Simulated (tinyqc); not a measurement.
Inside a calculation. Method: Hueckel theory of the pi electrons, for the molecule O=CC=O (SMILES; centres numbered as the heavy atoms are written). One step of it, computed by the program tinyqc.

Task: Orbitals. Diagonalise; E = alpha + x beta with beta < 0, so the largest x are filled first; degenerate levels share their electrons. P = sum n_i c_ri c_si; each orbital has its largest coefficient positive (the first on a tie).

Hueckel matrix in units of beta (H = alpha + beta A):
```
          1O        2C        3C        4O
1O  1.020000  1.000000  0.000000  0.000000
2C  1.000000  0.000000  1.000000  0.000000
3C  0.000000  1.000000  0.000000  1.000000
4O  0.000000  0.000000  1.000000  1.020000
```

pi electrons, sum of z_r less the charge = 4

Give: x values; occupations; coefficients; charge and bond-order matrix P.

Result:

x values: 2.010  1.431  0.010  -1.411

occupations: 2.000  2.000  0.000  0.000

coefficients:
```
      MO1     MO2     MO3     MO4
1O  0.502   0.654  -0.497  -0.269
2C  0.497   0.269   0.502   0.654
3C  0.497  -0.269   0.502  -0.654
4O  0.502  -0.654  -0.497   0.269
```

charge and bond-order matrix P:
```
        1O     2C     3C      4O
1O   1.360  0.852  0.148  -0.350
2C   0.852  0.640  0.350   0.148
3C   0.148  0.350  0.640   0.852
4O  -0.350  0.148  0.852   1.360
```
